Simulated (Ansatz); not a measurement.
## How methods differ on SiH2 (SMILES [SiH2])

The species is SiH2 (3 atoms), meant as a singlet with charge 0. SMILES: `[SiH2]`. The coordinates come from a PBE0-D4/def2-TZVP relaxation.

```xyz
3

Si   -0.4912    0.4686   -0.2136
H     0.8403    0.5786    0.5225
H    -0.3491   -1.0472   -0.3089
```

Quantity: the electronic atomisation energy, in eV. The values are calculated. Electronic energies at fixed atoms, without zero-point motion or spin-orbit coupling.

```
          level                    kind  program  value (eV)  less FCI/3-21G  CPU time (all runs)
    SVWN5/3-21G                     LDA   Ansatz        6.77           +1.65                1.5 s
   revPBE/3-21G                     GGA   Ansatz        5.92           +0.80                1.6 s
CAM-B3LYP/3-21G  range-separated hybrid   Ansatz        6.09           +0.97                1.6 s
    wB97X/3-21G  range-separated hybrid   Ansatz        6.06           +0.94                5.5 s
  RPA@PBE/3-21G                     RPA   Ansatz        5.03           -0.09                2.1 s
  BCCD(T)/3-21G   coupled cluster or CI   Ansatz        5.12            0.00               0.55 s
  CCSD(T)/3-21G   coupled cluster or CI   Ansatz        5.12            0.00               0.46 s
     CCSD/3-21G   coupled cluster or CI   Ansatz        5.10           -0.02               0.44 s
      FCI/3-21G      exact in the basis   Ansatz        5.12            0.00               0.67 s
```

FCI/3-21G is exact within its basis and frozen core, so for wave-function methods in that basis the difference is their error; functionals converge differently with the basis, so for them it is only a difference. The values span 5.03 to 6.77 eV. All rows use very small basis sets, so none should be taken for the real molecule's value. In so small a basis fixed costs decide the times, and correlated methods can beat functionals. Times are those of the runs behind each value, whatever else they computed, on shared processors of several kinds: orders of magnitude only.
